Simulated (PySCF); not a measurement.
**ROCCSD(T)/STO-6G run of SiH2F (SMILES F[SiH2])**

What is the energy change on altering one bond length of SiH2F at ROCCSD(T)/STO-6G? 

Program for the calculation: PySCF 2.14.0.

10 further runs of the same task are left out: 10 set aside as unsound or not needed.

## Step 1: The structure to begin with

SiH2F: 4 atoms, total charge 0, spin state doublet. As SMILES, `F[SiH2]`. The coordinates come from a GFN2-xTB relaxation.

Bond lengths: F1–Si2 1.621 Å, Si2–H3 1.448 Å, Si2–H4 1.448 Å. Angles: F1–Si2–H3 104.7°, F1–Si2–H4 104.7°, H3–Si2–H4 120.2°.

## Step 2: A single-point energy at ROCCSD(T)/STO-6G

input.py reads:

```python
from pyscf import gto, cc

mol = gto.M(
    atom='F 1.205590 0.647540 -0.425510; Si -0.122150 -0.264920 -0.246870; H -1.219930 0.678520 -0.261640; H 0.136490 -1.061140 0.934020',
    max_memory=1860,
    basis='sto-6g',
    verbose=3,
    spin=1,
)

mf = mol.ROHF()
mf.conv_tol = 1e-10
mf.kernel()
if not mf.converged:
    mf = mf.newton().run(mf.mo_coeff, mf.mo_occ)

mycc = cc.CCSD(mf, frozen=6)
mycc.kernel()
e_t = mycc.ccsd_t()
energy = mycc.e_tot + e_t
print('Final energy', energy)
```

Started as:

```console
$ OMP_NUM_THREADS=1 python input.py
```

Standard output:

```text
converged SCF energy = -387.968074719491

WARN: RCCSD method does not support ROHF method. ROHF object is converted to UHF object and UCCSD method is called.

E(UCCSD) = -388.0317607484259  E_corr = -0.06368602893480878
UCCSD(T) correction = -0.00219167920189864
Final energy -388.03395242762775
```

Run time: 1.6 s. Hardware: 1 thread of Arm Neoverse N1, shared host; peak memory 0.12 GiB.

## Step 3: The distorted shape

job.py reads:

```python
from pyscf import gto, scf, cc

mol = gto.M(
    atom='''
F        0.740038       2.080735      -2.551110
Si      -0.587702       1.168275      -2.372470
H       -1.685482       2.111715      -2.387240
H        0.136490      -1.061140       0.934020
''',
    spin=1,
    verbose=4,
    basis='sto-6g',
    charge=0,
    max_memory=1860,
)

calc0 = scf.ROHF(mol)
calc0.conv_tol = 1e-10
calc0.kernel()
if not calc0.converged:
    calc0 = calc0.newton().run(calc0.mo_coeff, calc0.mo_occ)

mycc = cc.CCSD(calc0, frozen=6)
mycc.kernel()
e_t = mycc.ccsd_t()
energy = mycc.e_tot + e_t
print(f'total energy: {energy:.8f} hartree')
```

Started as:

```console
$ OMP_NUM_THREADS=1 python job.py
```

Standard output:

```text
PySCF version 2.14.0

[INPUT] num. atoms = 4
[INPUT] num. electrons = 25
[INPUT] charge = 0
[INPUT] spin (= nelec alpha-beta = 2S) = 1
[INPUT] symmetry False subgroup None
[INPUT] Mole.unit = angstrom
[INPUT] Symbol           X                Y                Z      unit          X                Y                Z       unit  Magmom
[INPUT]  1 F      0.740038000000   2.080735000000  -2.551110000000 AA    1.398469141771   3.932019287797  -4.820899213639 Bohr   0.0
[INPUT]  2 Si    -0.587702000000   1.168275000000  -2.372470000000 AA   -1.110595822859   2.207719788176  -4.483318538747 Bohr   0.0
[INPUT]  3 H     -1.685482000000   2.111715000000  -2.387240000000 AA   -3.185099367884   3.990563003136  -4.511229793607 Bohr   0.0
[INPUT]  4 H      0.136490000000  -1.061140000000   0.934020000000 AA    0.257928718742  -2.005263979821   1.765041994866 Bohr   0.0

nuclear repulsion = 51.1532812228275
number of shells = 10
number of NR pGTOs = 96
number of NR cGTOs = 16
basis = sto-6g
ecp = {}

******** <class 'pyscf.scf.rohf.ROHF'> ********
method = ROHF
initial guess = minao
damping factor = 0
level_shift factor = 0
DIIS = <class 'pyscf.scf.diis.CDIIS'>
diis_start_cycle = 1
diis_space = 8
diis_damp = 0
SCF conv_tol = 1e-10
SCF conv_tol_grad = None
SCF max_cycles = 50
direct_scf = True
direct_scf_tol = 1e-13
num. doubly occ = 12  num. singly occ = 1
Set gradient conv threshold to 1e-05
init E= -387.306464824226
  HOMO = -0.133876100239495  LUMO = 0.0650228571910473  gap/eV = 5.41232
cycle= 1 E= -387.781528536187  delta_E= -0.475  |g|= 0.314  |ddm|= 1.59
  HOMO = -0.0646586408817049  LUMO = 0.203656809475605  gap/eV = 7.30124
cycle= 2 E= -387.828823067594  delta_E= -0.0473  |g|= 0.126  |ddm|= 0.766
  HOMO = -0.0589255787608214  LUMO = 0.222633027737516  gap/eV = 7.66160
cycle= 3 E= -387.841783407788  delta_E= -0.013  |g|= 0.0502  |ddm|= 0.484
  HOMO = -0.0684169768177365  LUMO = 0.227138565827869  gap/eV = 8.04248
cycle= 4 E= -387.846482069927  delta_E= -0.0047  |g|= 0.0224  |ddm|= 0.257
  HOMO = -0.0876749713409661  LUMO = 0.233579083892501  gap/eV = 8.74177
cycle= 5 E= -387.847416769799  delta_E= -0.000935  |g|= 0.00734  |ddm|= 0.103
  HOMO = -0.0876199390128214  LUMO = 0.233269117213362  gap/eV = 8.73184
cycle= 6 E= -387.84752399455  delta_E= -0.000107  |g|= 0.00235  |ddm|= 0.0264
  HOMO = -0.0857571409826078  LUMO = 0.232478172523453  gap/eV = 8.65962
cycle= 7 E= -387.847530139874  delta_E= -6.15e-06  |g|= 0.000953  |ddm|= 0.00676
  HOMO = -0.0858947783975814  LUMO = 0.232608364167837  gap/eV = 8.66691
cycle= 8 E= -387.847531624979  delta_E= -1.49e-06  |g|= 0.000278  |ddm|= 0.00346
  HOMO = -0.0860843414385433  LUMO = 0.232681338600626  gap/eV = 8.67406
cycle= 9 E= -387.847531719448  delta_E= -9.45e-08  |g|= 0.000111  |ddm|= 0.000649
  HOMO = -0.0860965767949313  LUMO = 0.232672804656118  gap/eV = 8.67416
cycle= 10 E= -387.847531745718  delta_E= -2.63e-08  |g|= 1.93e-05  |ddm|= 0.000447
  HOMO = -0.0860832088805334  LUMO = 0.232668919645053  gap/eV = 8.67369
cycle= 11 E= -387.847531746318  delta_E= -6e-10  |g|= 5.76e-06  |ddm|= 5.44e-05
  HOMO = -0.0860810341463732  LUMO = 0.232667782407909  gap/eV = 8.67360
cycle= 12 E= -387.847531746361  delta_E= -4.37e-11  |g|= 2.31e-06  |ddm|= 1.35e-05
  HOMO = -0.0860808796467456  LUMO = 0.232667749447938  gap/eV = 8.67359
Extra cycle  E= -387.847531746368  delta_E= -6.82e-12  |g|= 1.5e-06  |ddm|= 5.89e-06
converged SCF energy = -387.847531746368

WARN: RCCSD method does not support ROHF method. ROHF object is converted to UHF object and UCCSD method is called.

******** <class 'pyscf.cc.uccsd.UCCSD'> ********
CC2 = 0
CCSD nocc = (np.int64(7), np.int64(6)), nmo = (10, 10)
frozen orbitals 6
max_cycle = 50
direct = 0
conv_tol = 1e-07
conv_tol_normt = 1e-06
diis_space = 6
diis_start_cycle = 0
diis_start_energy_diff = 1e+09
Init t2, MP2 energy = -0.050570904682912
Init E_corr(UCCSD) = -0.0505709110332482
cycle = 1  E_corr(UCCSD) = -0.0571868348694748  dE = -0.00661592384  norm(t1,t2) = 0.088095
cycle = 2  E_corr(UCCSD) = -0.0640757318235503  dE = -0.00688889695  norm(t1,t2) = 0.0319336
cycle = 3  E_corr(UCCSD) = -0.0645723554779015  dE = -0.000496623654  norm(t1,t2) = 0.0202816
cycle = 4  E_corr(UCCSD) = -0.0667239294171179  dE = -0.00215157394  norm(t1,t2) = 0.00945308
cycle = 5  E_corr(UCCSD) = -0.0665832506615669  dE = 0.000140678756  norm(t1,t2) = 0.00214198
cycle = 6  E_corr(UCCSD) = -0.0666018443483374  dE = -1.85936868e-05  norm(t1,t2) = 0.000459036
cycle = 7  E_corr(UCCSD) = -0.0665975153203197  dE = 4.32902802e-06  norm(t1,t2) = 0.000155241
cycle = 8  E_corr(UCCSD) = -0.0665941914578162  dE = 3.3238625e-06  norm(t1,t2) = 5.06453e-05
cycle = 9  E_corr(UCCSD) = -0.0665936635411399  dE = 5.27916676e-07  norm(t1,t2) = 3.11588e-05
cycle = 10  E_corr(UCCSD) = -0.0665937742446678  dE = -1.10703528e-07  norm(t1,t2) = 2.41583e-05
cycle = 11  E_corr(UCCSD) = -0.0665939783037622  dE = -2.04059094e-07  norm(t1,t2) = 1.94149e-05
cycle = 12  E_corr(UCCSD) = -0.0665940202532778  dE = -4.19495156e-08  norm(t1,t2) = 1.27534e-05
cycle = 13  E_corr(UCCSD) = -0.0665936825150442  dE = 3.37738234e-07  norm(t1,t2) = 8.02165e-06
cycle = 14  E_corr(UCCSD) = -0.0665936517758247  dE = 3.07392195e-08  norm(t1,t2) = 5.40637e-06
cycle = 15  E_corr(UCCSD) = -0.0665936964569235  dE = -4.46810988e-08  norm(t1,t2) = 3.86287e-06
cycle = 16  E_corr(UCCSD) = -0.0665937858696423  dE = -8.94127188e-08  norm(t1,t2) = 2.48182e-06
cycle = 17  E_corr(UCCSD) = -0.0665937862944979  dE = -4.24855623e-10  norm(t1,t2) = 1.3337e-06
cycle = 18  E_corr(UCCSD) = -0.0665937732684478  dE = 1.30260501e-08  norm(t1,t2) = 5.90586e-07
UCCSD converged
E(UCCSD) = -387.9141255196365  E_corr = -0.0665937732684478
UCCSD(T) correction = -0.00469186491633716
total energy: -387.91881738 hartree
```

It took 1.6 s on 1 thread of Arm Neoverse N1, shared host; peak memory 0.12 GiB.

## Step 4: Summary of results

At ROCCSD(T)/STO-6G, 6 core orbitals frozen:

| quantity | value |
| --- | --- |
| first shape: total energy | -388.03395 Eh |
| first shape: dipole moment (Hartree–Fock density) | 1.63 D |
| first shape: correlation energy (6 core orbitals frozen) | -65.9 mEh |
| first shape: (T) correction | -2.19 mEh |
| first shape: ⟨S²⟩ of the reference determinant | 0.750 |
| first shape: T1 diagnostic | 0.016 |
| distorted shape: total energy | -387.91882 Eh |
| distorted shape: dipole moment (Hartree–Fock density) | 0.67 D |
| distorted shape: correlation energy (6 core orbitals frozen) | -71.3 mEh |
| distorted shape: (T) correction | -4.69 mEh |
| distorted shape: ⟨S²⟩ of the reference determinant | 0.750 |
| distorted shape: T1 diagnostic | 0.021 |
| energy change with the Si2–H4 bond stretched from 1.448 to 4.053 Å | 3.133 eV |

With the Si2–H4 bond stretched from 1.448 to 4.053 Å the energy rises by 3.13 eV (302 kJ/mol). The first shape isn't relaxed at this level, so the change isn't measured from a minimum. The minimal basis adds a large error of its own. Mulliken charges (first shape) of the mean-field density run from -0.35 on F1 to +0.70 on Si2; they depend strongly on the basis. The triples (first shape) make up 3.3 % of the correlation energy. The triples (distorted shape) make up 6.6 % of the correlation energy.
